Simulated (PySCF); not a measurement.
Gas-phase reaction: vinylsilane + 2 C3H4 (cyclic) = ethylsilane + 6 CH

Energies from PySCF (xtb for GFN2), thermal terms from the rigid-rotor harmonic-oscillator model, ideal gas at 1 bar. † marks an energy on the PBE0/def2-TZVP geometry and frequencies; other levels use their own. Open shells (unrestricted): CH (multiplicity 2); the rest are closed-shell singlets. GFN2 has no spin-polarisation term. Spin-orbit splitting is ignored; it lowers the true energy and changes the entropy of CH. Warning, spin contamination: CH (M06-2X/def2-TZVP†, PBE0/def2-SVP†, r2SCAN/def2-TZVP†, ωB97M-V/def2-TZVP†).

| level | ΔH°(298 K), kJ |
|---|---|
| GFN2-xTB | 3446 |
| M06-2X/def2-TZVP† | … |
| PBE0/def2-SVP† | 3038 |
| r2SCAN/def2-TZVP† | … |
| ωB97M-V/def2-TZVP† | 2891 |

### Question
Some entries are withheld; supply them.

### Answer

- M06-2X/def2-TZVP†, ΔH°(298 K), kJ: 2935
- r2SCAN/def2-TZVP†, ΔH°(298 K), kJ: 2927
